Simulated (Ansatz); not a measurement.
The first iterations of a band of C2H4S (7 atoms, charge 0, multiplicity 1).

Theory: RKS PBE0/def2-SVP in Ansatz 0.2.0.

| Property | Result |
| --- | --- |
| movable images | 7 |
| climbing image | yes |
| spring | 5.0 eV/Å² |
| optimiser | quadratic models (default) |
| start path | IDPP |
| force threshold | 0.05 eV/Å |
| iteration limit | 60 |
| end points | relaxed |

First end point:

```xyz
7
Properties=species:S:1:pos:R:3
C -0.955 0.321 -0.536
C 0.225 0.152 0.066
S 0.803 -1.395 0.672
H -1.653 -0.505 -0.698
H -1.254 1.312 -0.885
H 0.902 0.999 0.214
H 1.993 -0.952 1.121
```

Last end point:

```xyz
7
Properties=species:S:1:pos:R:3
C -0.760 0.315 -0.447
C 0.444 0.407 0.124
S 1.411 -0.860 0.849
H -1.303 -0.631 -0.525
H -1.239 1.206 -0.860
H 0.958 1.373 0.183
H 0.550 -1.878 0.630
```

| iteration | highest image above the first end (eV) | largest band force component (eV/Å) |
| --- | --- | --- |
| 1 | 0.186 | 0.585 |
| 2 | 0.175 | 0.683 |

Does the band converge within its limit, and where does its top end?

It converged. It ended after 6 iterations with the highest image 0.131 eV above the first end. A vibrational analysis at the climbing image gives one clearly imaginary mode, 256i cm⁻¹: a first-order saddle point.

Time of the run: 2.2 min on 1 thread of Arm Neoverse N1 (shared host), peak memory 0.14 GiB.
